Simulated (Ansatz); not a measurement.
Reaction: CH2O2 (SMILES O=CO) → CH2O2 (parent SMILES O=CO, triplet)
Each species at its own B3LYP-D3(BJ)/def2-TZVP minimum (Ansatz, a quantum-chemistry and plane-wave program), one conformer.

Total energies in hartree (Ansatz). Radicals and triplets start from unrestricted determinants; spin-orbit coupling is neglected. Cores are frozen in correlated methods. No relativity. The spin of CH2O2 (parent SMILES O=CO, triplet) was assumed, and the state is the lowest solution found for it.

```tsv
species	HF/cc-pVTZ	CCSD(T)/cc-pVTZ	HF/cc-pVQZ	CCSD(T)/cc-pVQZ	CCSD(T)/cc-pVDZ	CCSDT(Q)/cc-pVDZ
1: CH2O2 (SMILES O=CO)	-188.84121	-189.50180	-188.85603	-189.56158	-189.30834	-189.31046
2: CH2O2 (parent SMILES O=CO, triplet)	-188.72491	-189.33657	-188.73982	-189.39494	-189.14543	-189.14754
```

Question: Work out the adiabatic triplet-singlet gap (electronic) in kcal/mol: take Hartree-Fock from cc-pVQZ, extrapolate the CCSD(T) correlation energy as X^-3 (X = 3, 4), and add CCSDT(Q) - CCSD(T) in cc-pVDZ. 1 hartree = 627.51 kcal/mol.

Answer: 
Species 1: correlation (64·(-0.70555) - 27·(-0.66059))/37 = -0.73836; step -0.00212; E1 = -188.85603 + (-0.73836) + (-0.00212) = -189.59651
Species 2: correlation (64·(-0.65512) - 27·(-0.61166))/37 = -0.68683; step -0.00211; E2 = -188.73982 + (-0.68683) + (-0.00211) = -189.42876
-1·E1 +1·E2 = 0.16775 hartree = 105.3 kcal/mol.
